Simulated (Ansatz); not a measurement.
**SiN2H4 (SMILES N=[SiH]N): one structure at several levels**

One table from this session's results is given with a row withheld; the runs are named, their logs left out.

The runs use Ansatz 0.2.0, Gaussian basis; single points in def2-TZVPP.

Correlated methods freeze the cores.

## The system as given

SMILES `N=[SiH]N`, 7 atoms, charge 0, spin multiplicity 1.

Atoms are counted from 1 here; the program's logs count them from 0.

Bond lengths: N1–Si2 1.598 Å, N1–H4 1.020 Å, Si2–N3 1.683 Å, Si2–H5 1.478 Å, N3–H6 1.024 Å, N3–H7 0.996 Å. Angles: Si2–N1–H4 124.8°, N1–Si2–N3 117.8°, N1–Si2–H5 132.9°, N3–Si2–H5 109.3°, Si2–N3–H6 127.3°, Si2–N3–H7 119.2°, H6–N3–H7 108.2°.

Coordinates:

```xyz
7
H4N2Si
N    -1.0534   -0.9067   -0.9788
Si   -0.3292    0.3246   -0.2616
N     0.9433   -0.0152    0.7854
H    -1.7546   -0.8219   -1.7146
H    -0.5218    1.7878   -0.3378
H     1.3589    0.6120    1.4805
H     1.0863   -0.9536    1.0881
```

Set-up of the first run:

The input, run/in.yaml:

```yaml
crystal:
  periodic: [false, false, false]
  atoms:
    - {symbol: N, position_ang: [-1.053441, -0.906693, -0.978835]}
    - {symbol: Si, position_ang: [-0.329198, 0.324618, -0.261583]}
    - {symbol: N, position_ang: [0.943332, -0.015157, 0.785398]}
    - {symbol: H, position_ang: [-1.754644, -0.821852, -1.714620]}
    - {symbol: H, position_ang: [-0.521750, 1.787802, -0.337752]}
    - {symbol: H, position_ang: [1.358877, 0.612034, 1.480476]}
    - {symbol: H, position_ang: [1.086260, -0.953605, 1.088121]}
basis:
  gaussian: {orbitals: def2-TZVPP}
hamiltonian: {xc: pbe, dispersion: d4}
output: {forces: true}
```

The run is started by

```
$ ansatz run in.yaml --threads 2 --pin off --events-out ev --progress --plain --max-ram 3481MiB
```

Among the steps run: PBE-D4/def2-TZVPP; r2SCAN-D4/def2-TZVPP; PBE0-D4/def2-TZVPP; wB97M-V/def2-TZVPP; CCSD(T)/def2-TZVPP.

One table of the session follows, with a row left open; its other results are not shown here.

| method | RMS force component (eV/Å) | angle to CCSD(T) forces (°) | dipole (D) |
| --- | --- | --- | --- |
| PBE-D4 | 0.402 | 23.1 | 2.93 |
| r2SCAN-D4 | 0.415 | 13.0 | 3.05 |
| PBE0-D4 | ? | ? | ? |
| wB97M-V | 0.455 | 21.5 | 3.21 |
| CCSD(T) | 0.423 | reference | 3.03 |

Q: Estimate the row for PBE0-D4 from the others.

The run gave: RMS force component (eV/Å): 0.445; angle to CCSD(T) forces (°): 20.1; dipole (D): 3.14. In the column «RMS force component (eV/Å)» it lies between CCSD(T) (0.423) and wB97M-V (0.455).

Caveats from the session: The reference is not at the basis limit: in triple zeta CCSD(T) underbinds, which counts against methods that bind more; the gaps are no ranking.
